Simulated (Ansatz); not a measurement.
Geometry optimisation, RKS CAM-B3LYP-D4/def2-SVP in Ansatz.

input.yaml

```yaml
crystal:
  periodic: [false, false, false]
  atoms:
    - { symbol: C, position_ang: [-1.662, -0.1227, 0.1442] }
    - { symbol: C, position_ang: [-0.3874, 0.2834, 0.7105] }
    - { symbol: C, position_ang: [0.7903, 0.0911, 0.1609] }
    - { symbol: "N", position_ang: [1.1967, -0.4691, -1.0278] }
    - { symbol: O, position_ang: [1.9257, 0.4673, 0.867] }
    - { symbol: H, position_ang: [-2.3122, 0.841, -0.0123] }
    - { symbol: H, position_ang: [-1.6102, -0.5898, -0.8251] }
    - { symbol: H, position_ang: [-2.2066, -0.7201, 0.8166] }
    - { symbol: H, position_ang: [-0.4196, 0.7754, 1.7337] }
    - { symbol: H, position_ang: [1.8195, 0.0713, -1.5012] }
    - { symbol: H, position_ang: [0.2913, -0.5955, -1.5909] }
    - { symbol: H, position_ang: [2.6515, -0.0874, 0.5584] }
basis:
  gaussian: { orbitals: def2-SVP }
hamiltonian:
  xc: cam_b3lyp
  dispersion: d4
relax:
  f_tol: 0.015
  max_steps: 40
output:
  orbitals: {}
```

Run as:

```bash
$ ansatz run input.yaml --threads 2 --pin off --max-ram 3072MiB --backend cpu --events-out ev --progress --plain --runs-dir out
```

Task: Where does it end, and by what steps?

Result: It converged. After 9 steps the energy has fallen by 0.637 eV; H7 moved furthest, 0.43 Å.

```json
{"step": "0", "energy less start (eV)": "0.0000", "largest force component (eV/Å)": "5.564", "accepted": "yes"}
{"step": "1", "energy less start (eV)": "-0.5468", "largest force component (eV/Å)": "1.684", "accepted": "yes"}
{"step": "2", "energy less start (eV)": "-0.6167", "largest force component (eV/Å)": "0.469", "accepted": "yes"}
{"step": "3", "energy less start (eV)": "-0.6287", "largest force component (eV/Å)": "0.176", "accepted": "yes"}
{"step": "4", "energy less start (eV)": "-0.6328", "largest force component (eV/Å)": "0.071", "accepted": "yes"}
{"step": "5", "energy less start (eV)": "-0.6348", "largest force component (eV/Å)": "0.112", "accepted": "yes"}
{"step": "6", "energy less start (eV)": "-0.6353", "largest force component (eV/Å)": "0.064", "accepted": "yes"}
{"step": "7", "energy less start (eV)": "-0.6367", "largest force component (eV/Å)": "0.022", "accepted": "yes"}
{"step": "8", "energy less start (eV)": "-0.6369", "largest force component (eV/Å)": "0.016", "accepted": "yes"}
{"step": "9", "energy less start (eV)": "-0.6370", "largest force component (eV/Å)": "0.011", "accepted": "yes"}
```

```xyz
12
Properties=species:S:1:pos:R:3
C -1.674 -0.015 0.105
C -0.366 0.305 0.759
C 0.843 0.130 0.211
N 1.137 -0.541 -0.980
O 1.959 0.600 0.830
H -2.392 0.813 0.222
H -1.567 -0.191 -0.978
H -2.156 -0.911 0.534
H -0.375 0.721 1.768
H 1.654 0.030 -1.647
H 0.337 -0.979 -1.421
H 2.677 -0.016 0.631
```

Run time: 24 s on 2 threads of Intel(R) Xeon(R) Platinum 8488C (Sapphire Rapids), on a shared host, peak memory 0.27 GiB.
